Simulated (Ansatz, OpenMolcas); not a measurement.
# Worked example: vertical energy of the triplet above the singlet of OCS (carbonyl sulfide)

OCS has 3 atoms, charge 0, and is taken as a singlet. As SMILES, `O=C=S`. The coordinates come from a GFN2-xTB relaxation.

```jsonl
{"atom": "O", "x (Å)": "0.9177", "y (Å)": "0.6827", "z (Å)": "0.5796"}
{"atom": "C", "x (Å)": "0.0927", "y (Å)": "0.0663", "z (Å)": "0.0583"}
{"atom": "S", "x (Å)": "-1.0104", "y (Å)": "-0.7490", "z (Å)": "-0.6379"}
```

Both states at this one shape; open shells run unrestricted unless said. 1 Eh = 27.2114 eV.

| level | program | singlet OCS (Eh) | triplet OCS (Eh) |
| --- | --- | --- | --- |
| HF/STO-3G | Ansatz | -504.402648 | -504.250962 |
| HF/STO-3G, open shells restricted | OpenMolcas | -504.402648 | -504.249554 |
| HF/3-21G | OpenMolcas | -507.661249 | -507.492166 |
| HF/def2-TZVP | OpenMolcas | -510.339708 | -510.179534 |

**Question.** Work out the vertical gap, second state less first, at each level.

**Answer.** 
1. HF/STO-3G: -504.250962 − (-504.402648) = 0.151686 Eh = 4.13 eV.
2. HF/STO-3G, open shells restricted: -504.249554 − (-504.402648) = 0.153094 Eh = 4.17 eV.
3. HF/3-21G: -507.492166 − (-507.661249) = 0.169083 Eh = 4.60 eV.
4. HF/def2-TZVP: -510.179534 − (-510.339708) = 0.160174 Eh = 4.36 eV.

No measured value is set beside it here; the levels span 4.13 to 4.60 eV. Minimal sets are far from the basis-set limit.
